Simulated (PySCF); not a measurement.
(CH3)3CCH2F, C₅H₁₁F.
Z-matrix (Å and degrees, GFN2-xTB geometry), rows numbered from 1:
```
C 
C   1  1.5297
C   2  1.5299  1  110.11
C   2  1.5299  1  110.13  3   121.21
C   2  1.5334  1  108.12  3  -119.42
F   5  1.3745  2  111.37  1  -180.00
H   1  1.0870  2  110.02  3   -60.60
H   1  1.0879  2  110.81  3   179.59
H   1  1.0880  2  110.83  3    59.25
H   3  1.0872  2  110.19  1  -177.38
H   3  1.0872  2  110.32  1    62.76
H   3  1.0880  2  110.71  1   -57.38
H   4  1.0873  2  110.19  1   177.44
H   4  1.0871  2  110.31  1   -62.75
H   4  1.0880  2  110.69  1    57.36
H   5  1.0952  2  111.26  1    61.38
H   5  1.0953  2  111.23  1   -61.35
```

Theory: PySCF, TDDFT PBE0/def2-SVPD, vertical, gas phase, core orbitals frozen in the response.

Frontier orbitals with the atoms that hold most of them (Löwdin shares over 4%, at most four atoms; ? is withheld):

| orbital | ε (eV) | atoms |
| --- | --- | --- |
| HOMO-3 | -9.80 | F6 30%, C5 13%, C4 10%, C3 10% |
| HOMO-2 | -9.43 | C1 24%, C2 22%, C3 12%, C4 12% |
| HOMO-1 | -9.16 | C2 18%, C3 14%, C4 14%, F6 12% |
| HOMO | -8.93 | ? |
| LUMO | ? | ? |
| LUMO+1 | 1.42 | C1 15%, F6 14%, H7 10%, H8 8% |
| LUMO+2 | 1.65 | C5 16%, H16 13%, H17 13%, H14 8% |

Question: Which atoms hold the HOMO, and with what shares?

Answer: C5 (bonded to C, F and 2 H) 22%; F6 (bonded to C) 21%; C2 (bonded to 4 C) 21%; C4 (bonded to C and 3 H) 6%. By element: carbon 49% or more, fluorine 21%.

Question: Which atoms hold the LUMO, and with what shares?

Answer: C1 (bonded to C and 3 H) 14%; C3 (bonded to C and 3 H) 10%; C4 (bonded to C and 3 H) 10%; C5 (bonded to C, F and 2 H) 10%.

Question: What is the LUMO energy, and the HOMO–LUMO gap?

Answer: ε(LUMO) = 0.62 eV; the gap is 9.55 eV (0.3511 hartree).

Question: How does S1 compare with the orbital gap of 9.55 eV?

Answer: S1 is at 8.45 eV (f = 0.059), 1.10 eV below the gap, made of HOMO→LUMO (98%). 

Question: Give energy, strength and leading configuration of S1, S2, S3, S4 and S6, and follow the Löwdin shares of the leading atoms from the occupied to the empty orbital.

Answer: 
- S1 (8.45 eV, f 0.059), HOMO→LUMO (98%): C5 22% → 10%, F6 21% → at most 10%, C1 at most 6% → 14%, C3 at most 6% → 10%
- S2 (8.67 eV, f 0.089), HOMO-1→LUMO (98%): C2 18% → at most 10%, C3 14% → 10%, C1 at most 13% → 14%
- S3 (8.92 eV, f 0.049), HOMO-2→LUMO (98%): C1 24% → 14%, C2 22% → at most 10%, C3 12% → 10%
- S4 (9.12 eV, f 0.0036), HOMO→LUMO+1 (92%): C5 22% → at most 9%, F6 21% → 14%, C1 at most 6% → 15%
- S6 (9.40 eV, f 0.0033), HOMO-1→LUMO+1 (76%): C2 18% → at most 9%, C3 14% → at most 9%, C1 at most 13% → 15%, F6 12% → 14%

Löwdin shares depend on the basis, the more so with diffuse functions.

The run took 37 s of wall time on Arm Neoverse V2, one thread, no GPU, shared host.
